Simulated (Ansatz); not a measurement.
# C₂H₂FNO: how energies converge with the basis set

The task here is to estimate one member of a computed series from the others.

The runs use Ansatz 0.2.0, Gaussian basis; one geometry, several basis sets.

The runs, in order: PBE0-D4/def2-SVP; ωB97M-V/def2-SVP; PBE0-D4/def2-QZVPP; ωB97M-V/def2-QZVPP; the functionals' def2-TZVPP values are taken from earlier runs.

**The relaxed structure**

An earlier PBE0-D4 in a triple-zeta def2 set relaxation fixed the geometry.

SMILES `N=C=C(O)F`, 7 atoms, charge 0, spin multiplicity 1.

Atoms are counted from 1 here; the program's logs count them from 0.

Bond lengths: N1–C2 1.225 Å, N1–H6 1.023 Å, C2–C3 1.308 Å, C3–O4 1.343 Å, C3–F5 1.344 Å, O4–H7 0.965 Å. Angles: C2–N1–H6 114.1°, N1–C2–C3 173.3°, C2–C3–O4 124.3°, C2–C3–F5 120.4°, O4–C3–F5 115.1°, C3–O4–H7 109.8°.

Set-up of the first run:

in.yaml reads:

```yaml
crystal:
  periodic: [false, false, false]
  atoms:
    - {symbol: N, position_ang: [-0.718334, 0.448352, 1.721363]}
    - {symbol: C, position_ang: [-0.268958, 0.286138, 0.593357]}
    - {symbol: C, position_ang: [0.339445, 0.062327, -0.543107]}
    - {symbol: O, position_ang: [0.296523, -1.104027, -1.207046]}
    - {symbol: F, position_ang: [0.960426, 1.063032, -1.189811]}
    - {symbol: H, position_ang: [-1.706155, 0.712687, 1.742744]}
    - {symbol: H, position_ang: [1.158254, -1.536510, -1.163100]}
basis:
  gaussian: {orbitals: def2-SVP}
hamiltonian: {xc: pbe0, dispersion: d4}
output: {orbitals: {seedname: orbitals}}
```

Started as:

```
ansatz run in.yaml --threads 2 --pin off --events-out ev --progress --plain --max-ram 4352MiB
```

Among the steps run: PBE0-D4 in def2-SVP; ωB97M-V in def2-SVP; PBE0-D4 in def2-QZVPP; ωB97M-V in def2-QZVPP.

One of the session's tables, all rows but one given; the rest of the session is left out.

It belongs to the step «Density functionals: the series». 

```
functional       basis  HOMO (eV)
   PBE0-D4    def2-SVP      -6.35
   PBE0-D4  def2-TZVPP      -6.55
   PBE0-D4  def2-QZVPP          ?
   ωB97M-V    def2-SVP      -8.51
   ωB97M-V  def2-TZVPP      -8.76
   ωB97M-V  def2-QZVPP      -8.81
```

Q: Estimate the row for PBE0-D4, def2-QZVPP from the others.

As computed: HOMO (eV): -6.60. In the column «HOMO (eV)» it lies between ωB97M-V, def2-SVP (-8.51) and PBE0-D4, def2-TZVPP (-6.55).
